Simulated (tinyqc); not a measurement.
Inside a calculation. Method: MP2 on RHF in the sto-3g basis, frozen core, for LiH, spin multiplicity 1. Computed by tinyqc, a small Python program that keeps every step (integrals from PySCF). Settings: charge = 0, multiplicity = 1, basis = sto-3g, method = RHF, frozen orbitals = 1, energy threshold = 1e-10, iteration cap = 55, orthogonalisation = canonical, start = Wolfsberg-Helmholz matrix, DIIS depth = 6. Command: `OMP_NUM_THREADS=1 python tinyqc.py 22782 22783 out.jsonl` (the two numbers bound the seeds that draw the settings). One thread of a shared host (Intel(R) Xeon(R) Processor @ 2.60GHz), about 0.1 s of CPU time with the checks. The early iterations of the SCF are left out here.

## One-electron integrals

Geometry (angstrom):
```
atom         x         y         z
Li    0.000000  0.000000  0.000000
H     0.000000  0.000000  1.887000
```

Basis sto-3g: exponents (1/bohr^2) and contraction coefficients of normalised primitives:
```
element  l (shell)   exponent  coefficient
Li           s (1)  16.119575     0.154329
Li           s (1)   2.936201     0.535328
Li           s (1)   0.794651     0.444635
Li           s (2)   0.636290    -0.099967
Li           s (2)   0.147860     0.399513
Li           s (2)   0.048089     0.700115
Li           p (3)   0.636290     0.155916
Li           p (3)   0.147860     0.607684
Li           p (3)   0.048089     0.391957
H            s (1)   3.425251     0.154329
H            s (1)   0.623914     0.535328
H            s (1)   0.168855     0.444635
```

Overlap, kinetic and nuclear-attraction integrals over the contracted functions; the nuclear repulsion is the sum of Za Zb / Rab.

nuclear repulsion = 0.84129922 hartree

overlap S:
```
           1Li 1s    1Li 2s   1Li 2px   1Li 2py   1Li 2pz     2H 1s
1Li 1s   1.000000  0.241137  0.000000  0.000000  0.000000  0.035662
1Li 2s   0.241137  1.000000  0.000000  0.000000  0.000000  0.324982
1Li 2px  0.000000  0.000000  1.000000  0.000000  0.000000  0.000000
1Li 2py  0.000000  0.000000  0.000000  1.000000  0.000000  0.000000
1Li 2pz  0.000000  0.000000  0.000000  0.000000  1.000000  0.449862
2H 1s    0.035662  0.324982  0.000000  0.000000  0.449862  1.000000
```

kinetic energy T (hartree):
```
            1Li 1s     1Li 2s   1Li 2px   1Li 2py   1Li 2pz      2H 1s
1Li 1s    3.576786  -0.020237  0.000000  0.000000  0.000000  -0.010748
1Li 2s   -0.020237   0.102163  0.000000  0.000000  0.000000   0.024975
1Li 2px   0.000000   0.000000  0.319682  0.000000  0.000000   0.000000
1Li 2py   0.000000   0.000000  0.000000  0.319682  0.000000   0.000000
1Li 2pz   0.000000   0.000000  0.000000  0.000000  0.319682   0.087103
2H 1s    -0.010748   0.024975  0.000000  0.000000  0.087103   0.760032
```

nuclear attraction V (hartree):
```
            1Li 1s     1Li 2s    1Li 2px    1Li 2py    1Li 2pz      2H 1s
1Li 1s   -8.263314  -1.031966   0.000000   0.000000  -0.011579  -0.149411
1Li 2s   -1.031966  -1.467681   0.000000   0.000000  -0.105551  -0.555142
1Li 2px   0.000000   0.000000  -1.430327   0.000000   0.000000   0.000000
1Li 2py   0.000000   0.000000   0.000000  -1.430327   0.000000   0.000000
1Li 2pz  -0.011579  -0.105551   0.000000   0.000000  -1.513611  -0.777333
2H 1s    -0.149411  -0.555142   0.000000   0.000000  -0.777333  -2.067348
```

core Hamiltonian H = T + V (hartree):
```
            1Li 1s     1Li 2s    1Li 2px    1Li 2py    1Li 2pz      2H 1s
1Li 1s   -4.686528  -1.052203   0.000000   0.000000  -0.011579  -0.160158
1Li 2s   -1.052203  -1.365518   0.000000   0.000000  -0.105551  -0.530167
1Li 2px   0.000000   0.000000  -1.110645   0.000000   0.000000   0.000000
1Li 2py   0.000000   0.000000   0.000000  -1.110645   0.000000   0.000000
1Li 2pz  -0.011579  -0.105551   0.000000   0.000000  -1.193929  -0.690230
2H 1s    -0.160158  -0.530167   0.000000   0.000000  -0.690230  -1.307316
```

## Two-electron integrals

Functions are numbered as in S; the eight-fold symmetry (ij|kl) = (ji|kl) = (kl|ij) leaves the list below.

Two-electron integrals (ij|kl) in chemists' order, unique and non-zero (hartree):
```
(11|11) 1.680395   (21|11) 0.265420   (21|21) 0.049941   (22|11) 0.397727
(22|21) 0.092860   (22|22) 0.290562   (31|31) 0.008981   (32|31) 0.013788
(32|32) 0.064184   (33|11) 0.396640   (33|21) 0.092880   (33|22) 0.290497
(33|33) 0.312946   (41|41) 0.008981   (42|41) 0.013788   (42|42) 0.064184
(43|43) 0.016869   (44|11) 0.396640   (44|21) 0.092880   (44|22) 0.290497
(44|33) 0.279207   (44|44) 0.312946   (51|51) 0.008981   (52|51) 0.013788
(52|52) 0.064184   (53|53) 0.016869   (54|54) 0.016869   (55|11) 0.396640
(55|21) 0.092880   (55|22) 0.290497   (55|33) 0.279207   (55|44) 0.279207
(55|55) 0.312946   (61|11) 0.037838   (61|21) 0.007169   (61|22) 0.013631
(61|33) 0.013472   (61|44) 0.013472   (61|51) 0.000874   (61|52) 0.001705
(61|55) 0.013954   (61|61) 0.001130   (62|11) 0.110195   (62|21) 0.026140
(62|22) 0.089277   (62|33) 0.084365   (62|44) 0.084365   (62|51) 0.004164
(62|52) 0.027421   (62|55) 0.099018   (62|61) 0.004514   (62|62) 0.048961
(63|31) 0.001853   (63|32) 0.009214   (63|53) 0.003979   (63|63) 0.003073
(64|41) 0.001853   (64|42) 0.009214   (64|54) 0.003979   (64|64) 0.003073
(65|11) 0.143113   (65|21) 0.034240   (65|22) 0.120861   (65|33) 0.112563
(65|44) 0.112563   (65|51) 0.006424   (65|52) 0.042140   (65|55) 0.137334
(65|61) 0.006095   (65|62) 0.071917   (65|65) 0.106684   (66|11) 0.280140
(66|21) 0.067448   (66|22) 0.254499   (66|33) 0.232265   (66|44) 0.232265
(66|51) 0.011346   (66|52) 0.095121   (66|55) 0.298824   (66|61) 0.011967
(66|62) 0.178424   (66|65) 0.270913   (66|66) 0.774606
```

## Orthogonalisation

S = U s U^T; canonical form X = U s^(-1/2), so that X^T S X = 1. Each column of U has its largest component positive (the first on a tie).

eigenvalues of S: 0.433549  0.801933  1.000000  1.000000  1.179189  1.585329

X:
```
                 1          2          3         4          5         6
1Li 1s    0.230607   0.780836   0.000000  0.000000   0.605764  0.186766
1Li 2s   -0.695763  -0.610733   0.000000  0.000000   0.477666  0.374176
1Li 2px   0.000000   0.000000  -0.579422  0.815028   0.000000  0.000000
1Li 2py   0.000000   0.000000   0.815028  0.579422   0.000000  0.000000
1Li 2pz  -0.827229   0.470504   0.000000  0.000000  -0.467217  0.411452
2H 1s     1.041619  -0.207155   0.000000  0.000000  -0.186101  0.535352
```

Within a degenerate level the vectors are fixed only up to a rotation; this is one choice.

## Iteration 8 (converged): orbitals

converged F (hartree):
```
            1Li 1s     1Li 2s   1Li 2px   1Li 2py    1Li 2pz      2H 1s
1Li 1s   -2.354816  -0.641030  0.000000  0.000000   0.014580  -0.098079
1Li 2s   -0.641030  -0.216685  0.000000  0.000000  -0.082322  -0.228531
1Li 2px   0.000000   0.000000  0.162995  0.000000   0.000000   0.000000
1Li 2py   0.000000   0.000000  0.000000  0.162995   0.000000   0.000000
1Li 2pz   0.014580  -0.082322  0.000000  0.000000   0.030078  -0.214617
2H 1s    -0.098079  -0.228531  0.000000  0.000000  -0.214617  -0.105795
```

Diagonalise F' = X^T F X, C = X C', fill 2 alpha and 2 beta electrons from the bottom; D = 2 C_occ C_occ^T. Each column has its largest component positive (the first on a tie).

F' = X^T F X (hartree):
```
           1          2         3         4          5          6
1   0.435031  -0.193516  0.000000  0.000000  -0.157919  -0.070148
2  -0.193516  -0.829289  0.000000  0.000000  -1.085182  -0.358887
3   0.000000   0.000000  0.162995  0.000000   0.000000   0.000000
4   0.000000   0.000000  0.000000  0.162995   0.000000   0.000000
5  -0.157919  -1.085182  0.000000  0.000000  -1.227694  -0.503105
6  -0.070148  -0.358887  0.000000  0.000000  -0.503105  -0.456125
```

orbital energies (hartree): MO1 -2.357335, MO2 -0.260043, MO3 0.074896, MO4 0.162995, MO5 0.162995, MO6 0.464406

coefficients C:
```
               MO1        MO2        MO3        MO4       MO5        MO6
1Li 1s    0.991401  -0.154068  -0.213141   0.000000  0.000000   0.112576
1Li 2s    0.033421   0.478851   0.798070   0.000000  0.000000  -0.598266
1Li 2px   0.000000   0.000000   0.000000  -0.608056  0.793894   0.000000
1Li 2py   0.000000   0.000000   0.000000   0.793894  0.608056   0.000000
1Li 2pz  -0.004915   0.335744  -0.603933   0.000000  0.000000  -0.903207
2H 1s     0.000037   0.570915  -0.168093   0.000000  0.000000   1.046384
```

D after iteration 8:
```
            1Li 1s     1Li 2s   1Li 2px   1Li 2py    1Li 2pz      2H 1s
1Li 1s    2.013226  -0.081284  0.000000  0.000000  -0.113201  -0.175846
1Li 2s   -0.081284   0.460831  0.000000  0.000000   0.321214   0.546769
1Li 2px   0.000000   0.000000  0.000000  0.000000   0.000000   0.000000
1Li 2py   0.000000   0.000000  0.000000  0.000000   0.000000   0.000000
1Li 2pz  -0.113201   0.321214  0.000000  0.000000   0.225497   0.383363
2H 1s    -0.175846   0.546769  0.000000  0.000000   0.383363   0.651888
```

Within a degenerate level the vectors are fixed only up to a rotation; this is one choice.

## Convergence

Stop when the energy changes by less than 1e-10 hartree and every element of the error matrix X^T (F D S - S D F) X is below 3e-06.

Course of the cycle:
```
iteration  E (hartree)     change  largest element of the error matrix
1          -7.82549145          -                             4.79e-02
2          -7.83771336  -1.22e-02                             2.56e-02
3          -7.84135898  -3.65e-03                             1.27e-02
4          -7.84235051  -9.92e-04                             1.36e-03
5          -7.84235168  -1.17e-06                             6.37e-04
6          -7.84235242  -7.43e-07                             2.07e-05
7          -7.84235242  -1.61e-09                             5.92e-06
8          -7.84235242  -7.17e-11                             1.62e-07
```

PySCF RHF in the same basis = -7.84235242 hartree

Converged in 8 iterations.

## Integrals over molecular orbitals

(pq|rs) = sum C_ip C_jq C_kr C_ls (ij|kl), one index at a time.

one-electron integrals over orbitals h = C^T H C (hartree):
```
           1          2          3          4          5          6
1  -4.677423   0.098180   0.163892   0.000000   0.000000  -0.048827
2   0.098180  -1.388850   0.023966   0.000000   0.000000   0.009038
3   0.163892   0.023966  -1.107674   0.000000   0.000000   0.025005
4   0.000000   0.000000   0.000000  -1.110645   0.000000   0.000000
5   0.000000   0.000000   0.000000   0.000000  -1.110645   0.000000
6  -0.048827   0.009038   0.025005   0.000000   0.000000  -0.992793
```

Two-electron integrals over orbitals (pq|rs), unique and non-zero (hartree); the lowest 1 orbital is frozen and left out:
```
(22|22) 0.467766    (32|22) -0.053924   (32|32) 0.016701    (33|22) 0.216762
(33|32) 0.011275    (33|33) 0.333822    (42|42) 0.022036    (43|42) 0.019688
(43|43) 0.041305    (44|22) 0.256410    (44|32) 0.009431    (44|33) 0.281027
(44|44) 0.312946    (52|52) 0.022036    (53|52) 0.019688    (53|53) 0.041305
(54|54) 0.016869    (55|22) 0.256410    (55|32) 0.009431    (55|33) 0.281027
(55|44) 0.279207    (55|55) 0.312946    (62|22) 0.114781    (62|32) -0.038940
(62|33) -0.017546   (62|44) -0.028796   (62|55) -0.028796   (62|62) 0.127564
(63|22) -0.053879   (63|32) 0.012988    (63|33) 0.036134    (63|44) 0.005051
(63|55) 0.005051    (63|62) -0.035304   (63|63) 0.028032    (64|42) -0.019173
(64|43) -0.012941   (64|64) 0.019735    (65|52) -0.019173   (65|53) -0.012941
(65|65) 0.019735    (66|22) 0.439394    (66|32) -0.046654   (66|33) 0.239520
(66|44) 0.263355    (66|55) 0.263355    (66|62) 0.115067    (66|63) -0.045405
(66|66) 0.438333
```

## Second-order Moller-Plesset energy

Hartree-Fock energy = -7.84235242 hartree

E2 = sum_ijab (ia|jb) [2 (ia|jb) - (ib|ja)] / (e_i + e_j - e_a - e_b) over occupied i, j and virtual a, b; the opposite-spin part is (ia|jb)^2 / denominator, the rest is same-spin, and SCS-MP2 scales them by 6/5 and 1/3.

Terms:
```
i  j  a  b    (ia|jb)    (ib|ja)  denominator       term
2  2  6  6   0.127564   0.127564    -1.448899  -0.011231
2  2  3  6  -0.038940  -0.038940    -1.059389  -0.001431
2  2  6  3  -0.038940  -0.038940    -1.059389  -0.001431
2  2  5  5   0.022036   0.022036    -0.846076  -0.000574
2  2  4  4   0.022036   0.022036    -0.846076  -0.000574
2  2  3  3   0.016701   0.016701    -0.669879  -0.000416
```

Pair energies (hartree; pair i-j sums ij and ji):
```
pair  opposite spin  same spin
2-2       -0.015658          0
```

MP2 correlation energy = -0.01565792 hartree

SCS-MP2 correlation energy = -0.01878950 hartree

MP2 total energy = -7.85801034 hartree
